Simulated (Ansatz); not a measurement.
phosphine (SMILES P) moved off its minimum; all values from Ansatz (a quantum-chemistry and plane-wave program), cores frozen in correlated methods.
(charge 0, multiplicity 1)
```xyz
4

P     -0.0055    -0.0018     0.1552
H     -0.5501     1.0408    -0.5655
H      1.1236    -0.1026    -0.7758
H     -0.7394    -0.9752    -0.6185
```

Forces at MP2/aug-cc-pV(T+d)Z (eV/Å):

```json
[
 {"atom": "P1", "Fx": "0.781", "Fy": "-1.118", "Fz": "-0.968"},
 {"atom": "H2", "Fx": "-0.326", "Fy": "0.631", "Fz": "-0.293"},
 {"atom": "H3", "Fx": "-0.714", "Fy": "0.097", "Fz": "0.786"},
 {"atom": "H4", "Fx": "0.258", "Fy": "0.389", "Fz": "0.474"}
]
```

Give the forces (eV/Å), the total energy and the dipole at CCSD(T)/aug-cc-pV(T+d)Z.


```json
[
 {"atom": "P1", "Fx": "0.782", "Fy": "-1.096", "Fz": "-0.701"},
 {"atom": "H2", "Fx": "-0.376", "Fy": "0.727", "Fz": "-0.362"},
 {"atom": "H3", "Fx": "-0.585", "Fy": "0.085", "Fz": "0.677"},
 {"atom": "H4", "Fx": "0.179", "Fy": "0.284", "Fz": "0.387"}
]
```
Energy -342.6970 hartree, dipole 0.53 D.
